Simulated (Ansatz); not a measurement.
A trace of molecular dynamics of BClFH (4 atoms, charge 0, multiplicity 1).

These are results of RKS B3LYP-D4/def2-SVP (Ansatz 0.2.0), not measurements.

```yaml
ensemble: NVE (velocity Verlet)
starting_velocities_drawn_for: 700 K
seed: 931013
```

| time (fs) | T (K) | potential energy less start (eV) | conserved less start (meV/atom) |
| --- | --- | --- | --- |
| 0 | 700 | 0.000 | 0.00 |
| 6 | 296 | 0.195 | 22.66 |
| 12 | 353 | 0.142 | 13.12 |
| 18 | 394 | 0.164 | 21.22 |
| 24 | 420 | 0.139 | 16.79 |
| 30 | 41 | 0.226 | 13.96 |
| 36 | 501 | 0.133 | 20.40 |
| 42 | 302 | 0.173 | 17.62 |
| 48 | 272 | 0.195 | 21.14 |
| 54 | 343 | 0.214 | 30.47 |
| 60 | 652 | 0.041 | 7.12 |
| 66 | 240 | 0.194 | 18.72 |
| 72 | 475 | 0.058 | -0.02 |
| 78 | 537 | 0.045 | 0.76 |
| 84 | 436 | 0.143 | 18.79 |
| 90 | 296 | 0.142 | 9.30 |
| 96 | 568 | 0.152 | 29.47 |
| 102 | 340 | 0.157 | 16.02 |
| 108 | 209 | 0.225 | 24.52 |
| 114 | 413 | 0.157 | 20.76 |
| 120 | 298 | 0.146 | 10.59 |

Q: Can this run be trusted? Judge the integration.

A: The conserved energy wandered by up to 30.5 meV per atom (net 10.6 meV per atom), which is poor conservation. Over the second half the temperature averaged 0.54 of the 700 K drawn at the start: a run that starts near a minimum puts about half its kinetic energy into the potential. A step of 3 fs is long for free X–H stretches (periods near 10 fs) and can bias their spread and the temperature. A run of 0.12 ps of so small a system gives no equilibrium averages. The time step was 3 fs.

Time of the run: 65 s on 1 thread of Arm Neoverse N1, on a shared host, peak memory 0.092 GiB.
